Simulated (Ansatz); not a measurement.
Consider the atomization: `N=COCF` → 2 C• + F• + 4 H• + N• + O•.

Calculated with Ansatz (gas phase, PBE0-D4/def2-TZVP geometries, no zero-point term in ΔE). CCSD(T)/CBS adds triple-zeta CCSD(T) − MP2 to the extrapolated MP2 energy (def2 sets, frozen cores). This one scheme is used for every species, atoms too. DFT in def2-TZVPP. B3LYP here is the variant with VWN-RPA as its local correlation; programs differ in this. HSE06 is defined as in plane-wave codes. No spin–orbit coupling; open shells (•) take unrestricted orbitals. Spin–orbit coupling would lower the free atoms: a little for C, F, O. One conformer a species, not always the lowest.

| level | ΔE (kJ/mol) | difference from CCSD(T)/CBS |
| --- | --- | --- |
| BLYP-D4 | 3592.4 | 50.5 |
| r2SCAN-D4 | 3555.3 | 13.4 |
| B3LYP-D4 | 3553.9 | 12.0 |
| r2SCANh-D4 | 3514.7 | -27.2 |
| BHLYP-D4 | 3377.9 | -164.0 |
| BLYP | 3562.4 | 20.5 |
| HSE06 | 3561.3 | 19.4 |
| CCSD(T)/def2-SVP | 3339.0 | -202.9 |
| CCSD/def2-TZVPP | 3362.7 | -179.2 |
| MP2/def2-QZVPP | 3597.6 | 55.7 |
| CCSD(T)/CBS | 3541.9 | 0 |

Largest T1 diagnostic among the species: 0.013.

From BLYP to BHLYP (50 % exact exchange), in def2-TZVPP and without D4, ΔE moves by −198.4 kJ/mol: exact exchange takes away binding that semilocal exchange gives to molecules. The D4 term adds +20.9 kJ/mol with B3LYP and +10.8 kJ/mol with PBE0; it sums over pairs of atoms, weighted by their polarisabilities, and B3LYP, whose exchange is more repulsive, gets the larger term. In def2-TZVPP, CCSD(T) changes the Hartree–Fock value by +1063.0 kJ/mol (the triples alone add +73.5 kJ/mol) and MP2 by +1161.6 kJ/mol; breaking electron pairs costs correlation energy, which Hartree–Fock lacks.

For atomizations the MP2-based limit and the directly extrapolated one differ by several kJ/mol either way, and by 10 to 25 for some Ge, Se and Sn compounds, so smaller differences from it don't rank the levels.
